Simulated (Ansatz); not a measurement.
A made-up structure of C$_{2}$HO (charge +1), closed shell:

| atom | x (Å) | y (Å) | z (Å) |
| --- | --- | --- | --- |
| C1 | 0.8645 | -0.1899 | 0.3279 |
| C2 | -0.4525 | 0.4143 | -0.2437 |
| O3 | -1.3605 | 1.1548 | -0.7119 |
| H4 | 0.9485 | -1.3792 | 0.6276 |

It is relaxed with PBE-D4/def2-SVP and then PBE0-D4/def2-TZVP (Ansatz 0.2.0). Atoms count as bonded within 1.22 times the sum of their covalent radii (H–H: 0.88 Å). The end point is not checked to be a true minimum.

(1) Does its bonding change? (A judgement: the text doesn't fix the answer.)

## Answers

(1) Computed: No: no bond forms or breaks.

Where it ends: The first stage lowers the energy by 1.12 eV in 7 steps. It ends as C₂HO ([CH][C][O]), total charge +1:
```tsv
atom	x (Å)	y (Å)	z (Å)
C1	0.7719	-0.1696	0.2928
C2	-0.4041	0.3700	-0.2176
O3	-1.2148	1.0311	-0.6357
H4	0.8470	-1.2315	0.5604
```

Labels in which every atom is bracketed show which atoms are joined, not bond orders.

For scale, one of the runs: PBE0-D4/def2-TZVP relaxation, 99 basis functions, launched by `ansatz run in.yaml --threads 2 --pin off --events-out ev --progress --plain --max-ram 4352MiB`. The run took about 6 s on 2 CPU threads of an Arm Neoverse V2 (shared host).
